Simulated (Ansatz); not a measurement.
Reaction (substitution at a C–O bond): `CC(=N)O` + CH₃NH₂ → `CNC(C)=N` + H₂O

Calculated with Ansatz (gas phase, PBE0-D4/def2-TZVP geometries, no zero-point term in ΔE). CBS: MP2 limit from def2 TZ/QZ plus the TZ coupled-cluster correction, frozen cores. This one scheme is used for every species. Functionals use def2-TZVPP. B3LYP here is the variant with VWN-RPA as its local correlation; programs differ in this. One conformer a species, not always the lowest.

CCSD(T)/CBS gives -20.2 kJ/mol.

Q: Another level gave -12.1 kJ/mol. Which?
A. B3LYP/def2-TZVPP
B. HF/def2-TZVPP
C. PBE0-D4/def2-TZVPP
D. ωB97X-V/def2-TZVPP

A: D. ωB97X-V -12.1, HF/def2-TZVPP -1.3, PBE0-D4 -16.3, B3LYP -8.0 kJ/mol.

Largest T1 diagnostic among the species: 0.013.

The D4 term adds −7.6 kJ/mol with B3LYP and −4.3 kJ/mol with PBE0; it sums over pairs of atoms, weighted by their polarisabilities, and B3LYP, whose exchange is more repulsive, gets the larger term. In def2-TZVPP, CCSD(T) changes the Hartree–Fock value by −14.1 kJ/mol (the triples alone add −1.9 kJ/mol) and MP2 by −20.8 kJ/mol.
